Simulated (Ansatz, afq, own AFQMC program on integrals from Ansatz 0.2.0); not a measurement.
Atomization energy of SiH₄, singlet

```
atom    x (Å)    y (Å)    z (Å)
  Si   0.0000   0.0000   0.0000
   H   0.8558   0.8587   0.8568
   H  -0.8596  -0.8544   0.8574
   H  -0.8547   0.8555  -0.8611
   H   0.8584  -0.8599  -0.8531
```

Atoms in their ground-state spins without spin–orbit coupling (mostly on UHF) minus the molecule (RHF), without zero-point energy. The geometry is a stationary point, not shown to be a minimum.

Basis cc-pVQZ. Noble-gas cores (and the filled d shells of Ga–Kr and In–Xe) are frozen. Integrals, coupled cluster, full CI and functionals: Ansatz 0.2.0; the random walks run on the same integrals in our own AFQMC program. ph-AFQMC/CISD is guided by a CISD state made of CCSD amplitudes; releasing the constraint for a short imaginary time cuts its bias at the price of noise, slowly where states lie close. Free projection: walkers drawn from exp(T), propagated without any constraint. Its projection time is finite, and what remains of the start isn't in its error. Uncertainties: one standard error, sampling alone. The errors of all members are added in quadrature.

No full CI on the walks' own integrals is used here. The released AFQMC energy serves as the reference, which it does only where one determinant dominates, the energy is flat over the last release times and near the phaseless one (40 meV or 2 meV an electron, half that with transition metals). On small molecules, where full CI could be run and the noise was under 10 meV, such values lay within 10 meV of it in 19 cases of 20, a flattering rate, since the rule was set on those same cases; what remains of the bias isn't in the error bar. Each member takes its own surest rung, up to full CI.

Errors are counted within cc-pVQZ, not against nature.

Cautions: SiH₄ (singlet): the released value is read at 1.50 1/Eh (meV from the phaseless value at times in 1/Eh: 3 ± 3 at 0.24, 0 ± 3 at 0.50, 1.9 ± 2.5 at 1.00, 2 ± 3 at 1.50); other spins of the molecule weren't checked.

| level | atomization energy (kcal/mol) |
| --- | --- |
| HF | 255.9 |
| CCSD | 321.2 |

**Question.** From these cheaper values, estimate the atomization energy at the reference level in cc-pVQZ.

**Answer.** 322.1 ± 0.07 kcal/mol (AFQMC with the constraint released in cc-pVQZ).

```
        level  atomization energy (kcal/mol)  error against released AFQMC (kcal/mol)
          MP2                          314.3                              -7.8 ± 0.07
      CCSD(T)                          322.1                               0.0 ± 0.07
  ph-AFQMC/HF                    324.6 ± 0.6                                2.5 ± 0.6
ph-AFQMC/CISD                    322.4 ± 0.1                                0.3 ± 0.1
   free AFQMC                    321.9 ± 0.2                               -0.2 ± 0.2
```

Correlation beyond CCSD(T) changes it by less than twice the noise. The perturbative (T) step is worth +0.9 kcal/mol.

Free projections are given only where their last times agree within the noise and don't stop above the reference; a slow remainder of the start can still hide under it. A walk keeps the symmetry of its determinant, which the program's search chose and which needn't be the lowest solution, so a lower state of the same spin and another symmetry isn't excluded. Released energies are given only where the last usable release times agree within the noise; a slower fall can still hide under it.
